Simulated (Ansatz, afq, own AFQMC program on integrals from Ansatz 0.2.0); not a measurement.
# AlGa, singlet: AFQMC among the cluster methods

```xyz
2

Al    0.0000    0.0000    0.0000
Ga    0.0000    0.0000    3.0185
```

Basis cc-pVTZ. Only valence electrons are correlated. Integrals, coupled cluster, full CI and functionals: Ansatz 0.2.0; the random walks run on the same integrals in our own AFQMC program. The CISD trial takes its coefficients from CCSD amplitudes. Released means that phaseless walkers are propagated on without the constraint, phases kept. Free AFQMC starts from the CCSD state and is never constrained. Its projection time is finite, and what remains of the start isn't in its error. Uncertainties: one standard error, sampling alone. No spin–orbit coupling.

Determinant: RHF, the one that the program's search chose, which needn't be the lowest solution. The geometry is a PBE0/def2-TZVP stationary point of this or a neighbouring charge and spin state.

No full CI on the walks' own integrals is used here; CCSDT(Q) serves as the reference and is uncertain by about the last step of the cluster series.

Cautions: no relativity below Rb; no spin-orbit coupling; inner d shell frozen; higher spins were not checked; restricted determinant unstable towards unrestricted (UHF 588 meV lower, ⟨S²⟩ 1.10); the released energies are still falling, so no released level is given (meV from the phaseless value at times in 1/Eh: -17 ± 16 at 0.24, -12 ± 15 at 0.51, -25 ± 20 at 0.99, -35 ± 13 at 1.62, -47 ± 20 at 2.40), though the last usable value meets CCSDT(Q) within the noise; CCSDT(Q) on the UHF determinant differs (136 meV lower), perhaps since the unrestricted series falls towards higher spin.

- T1 diagnostic: 0.0171
- weight of the determinant in the CISD state: 0.839
- size of the correlated space: 6 electrons in 58 orbitals

Reference: CCSDT(Q), correlation energy -3.644 eV.

```
        level  E − E(reference) (meV)  share of correlation (%)
           HF                  3644.2                      0.00
          MP2                  1032.6                     71.67
         CCSD                   179.8                     95.07
      CCSD(T)                    50.0                     98.63
        CCSDT                    14.8                     99.59
  ph-AFQMC/HF            -76.4 ± 46.9                    102.10
ph-AFQMC/CISD             39.1 ± 15.6                     98.93
   free AFQMC             16.5 ± 12.5                     99.55
```

Free projections are given only where their last times agree within the noise and don't stop above the reference; a slow remainder of the start can still hide under it. A walk keeps the symmetry of its determinant, which the program's search chose and which needn't be the lowest solution, so a lower state of the same spin and another symmetry isn't excluded.
